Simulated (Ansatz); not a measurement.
System: triplet silylene, SiH2, net charge 0, triplet state. This is an excited triplet: at this geometry the singlet lies 0.46 eV lower at CCSD(T)/CBS(aug-cc-pV(T+d)Z,aug-cc-pV(Q+d)Z). 
Geometry from a B3LYP-D3(BJ)/def2-TZVP (Ansatz, a first-principles code) optimisation:
SMILES: [SiH2]
```xyz
3

Si     0.0022    -0.0010     0.0949
H      0.0026     1.2826    -0.6513
H     -0.0339    -1.2684    -0.6777
```
Charge 0, spin multiplicity 3.

Basis-set convergence of Hartree-Fock and CCSD(T) correlation energies (hartree) with Ansatz. Cores are frozen in the correlated levels unless marked. UHF or UKS for open shells. Spin-orbit coupling is left out. Non-relativistic.

| basis | functions | E(HF) | E(corr, CCSD(T)) |
|---|---|---|---|
| def2-SVPD | 40 | -289.92072 | -0.10012 |
| def2-TZVPPD | 82 | -290.02002 | -0.11580 |
| def2-QZVPPD | 142 | -290.02861 | -0.12071 |

Extrapolating the two largest sets (X = 3 and 4) as X^-3: E(corr) = (64·(-0.12071) - 27·(-0.11580))/37 = -0.1243 Eh, an estimate of the basis-set limit. The largest set recovers 97.1 % of it, the smallest 80.5 %.
